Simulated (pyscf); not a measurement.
`[F][N]([F])[F]` + `[F][Ge][F]` [singlet] -> `[F][N]([F])[Ge]([F])([F])[F]`, an insertion (singlet surface; F–N broken, F–Ge, Ge–N formed). Single points on ωB97X-D3(BJ)/def2-SVP structures (PySCF, gas phase). Energies in kcal/mol from the separated reactants.

Small-basis levels: PySCF, no dispersion term, spherical d functions. 

Task: Quick B3LYP/6-31G*+LANL2DZ single points give ΔE‡ = 20.8 kcal/mol and ΔE = -59.2 kcal/mol. What does ωB97M-D3(BJ)/def2-TZVP give, and how far is the quick result from it?

Result: ωB97M-D3(BJ)/def2-TZVP gives ΔE‡ = 37.3 kcal/mol and ΔE = -53.1 kcal/mol. B3LYP/6-31G*+LANL2DZ lies 16.5 kcal/mol under it in the barrier and 6.1 kcal/mol under it in the reaction energy, so on this step it does not hold to within 3.0 kcal/mol. ωB97M-D3(BJ)/def2-TZVP has limits of its own. This is the saddle that the search found; another between the same sides may lie lower. A restricted solution here is unstable towards spin polarisation, so biradical character is likely and single-reference numbers are less safe. In the def2 sets elements up to Kr have no core potential.
